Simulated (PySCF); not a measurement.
**Basis-set dependence of population analyses: `O=S(=O)(F)F`**

Species: F2O2S.
Atom-mapped SMILES: `[O:1]=[S:2](=[O:3])([F:4])[F:5]`

PBE0 throughout (PySCF), one geometry, spherical d and f functions. Isolated species at its PBE0-D3(BJ)/def2-SVP geometry, gas phase. Atoms taken as equivalent share a column and are averaged.

Mulliken charges (e):

```csv
basis,functions,O1/O3,S2,F4/F5
STO-3G,29,-0.449,+1.295,-0.198
6-31G,49,-0.459,+1.519,-0.301
6-31G*,74,-0.433,+1.451,-0.293
def2-SVP,74,-0.378,+1.292,-0.268
"6-311+G(2d,p)",143,-0.394,+1.184,-0.198
def2-TZVP,161,-0.338,+0.990,-0.157
```

IAO charges (e):

```
        basis  functions   O1/O3      S2   F4/F5
       STO-3G         29  -0.579  +1.708  -0.275
        6-31G         49  -0.652  +2.083  -0.390
       6-31G*         74  -0.763  +2.389  -0.432
     def2-SVP         74  -0.760  +2.384  -0.432
6-311+G(2d,p)        143  -0.777  +2.434  -0.440
    def2-TZVP        161  -0.790  +2.474  -0.446
```

Hirshfeld charges (e):

```
        basis  functions   O1/O3      S2   F4/F5
       STO-3G         29  -0.318  +0.888  -0.126
        6-31G         49  -0.271  +0.763  -0.110
       6-31G*         74  -0.242  +0.617  -0.066
     def2-SVP         74  -0.246  +0.653  -0.080
6-311+G(2d,p)        143  -0.234  +0.619  -0.076
    def2-TZVP        161  -0.234  +0.604  -0.068
```

Which scheme is steadiest as the basis changes?

Largest range over the bases for any column: Hirshfeld 0.28 e, Mulliken 0.53 e, IAO 0.77 e. Hirshfeld charges move least and IAO charges most, counted in e. Without the minimal STO-3G basis the ranges are Hirshfeld 0.16, Mulliken 0.53, IAO 0.39 e.

How much do the charges still move between the two largest bases, 6-311+G(2d,p) and def2-TZVP?

At most, over all atoms: Mulliken 0.195 e, IAO 0.040 e, Hirshfeld 0.015 e.

What do the same runs give for the total energy, the frontier levels and the dipole moment?

| basis | energy (Eh) | HOMO (eV) | LUMO (eV) | μ (D) |
| --- | --- | --- | --- | --- |
| STO-3G | -738.0979 | -4.94 | 4.52 | 0.99 |
| 6-31G | -747.3761 | -11.11 | -2.10 | 0.49 |
| 6-31G* | -747.7527 | -10.44 | -0.32 | 0.93 |
| def2-SVP | -747.3650 | -10.56 | -0.27 | 0.78 |
| 6-311+G(2d,p) | -747.9317 | -10.79 | -1.10 | 0.78 |
| def2-TZVP | -748.0064 | -10.72 | -0.46 | 0.88 |

The dipole is fixed by the density alone, so its range of 0.50 D shows that the density itself changes with the basis, not only its division among atoms.
